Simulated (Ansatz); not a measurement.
Born–Oppenheimer molecular dynamics of BCl₂H (4 atoms, charge 0, multiplicity 1). It starts from a relaxed structure.

Method: RKS CAM-B3LYP/6-31G* in Ansatz 0.2.0.

```yaml
ensemble: NVE (velocity Verlet)
time_step: 1 fs
steps_asked: 150
starting_velocities_drawn_for: 500 K
seed: 384381
```

First frame:

```xyz
4
Properties=species:S:1:pos:R:3
B 0.000 0.000 -0.035
H 0.000 0.000 1.149
Cl 1.516 0.000 -0.892
Cl -1.516 0.000 -0.892
```

Q: How far do the bonds stretch over the last three quarters of this one trajectory? (Pairs bonded in most of those frames.)

A: 
```
  bond  mean (Å)  spread (Å)  shortest  longest
 B1–H2     1.187       0.021      1.15     1.22
B1–Cl3     1.747       0.030      1.70     1.79
B1–Cl4     1.748       0.037      1.69     1.80
```

Mean temperature of the second half: 244 K. The conserved energy stayed within 0.33 meV per atom of its start (net change 0.14 meV per atom), so the integration is sound. Over the second half the temperature averaged 0.49 of the 500 K drawn at the start: a run that starts near a minimum puts about half its kinetic energy into the potential. A run of 0.15 ps of so small a system gives no equilibrium averages.

The run took 2.3 min on 1 thread of Intel(R) Xeon(R) 6975P-C (Granite Rapids) (shared host), peak memory 0.12 GiB.
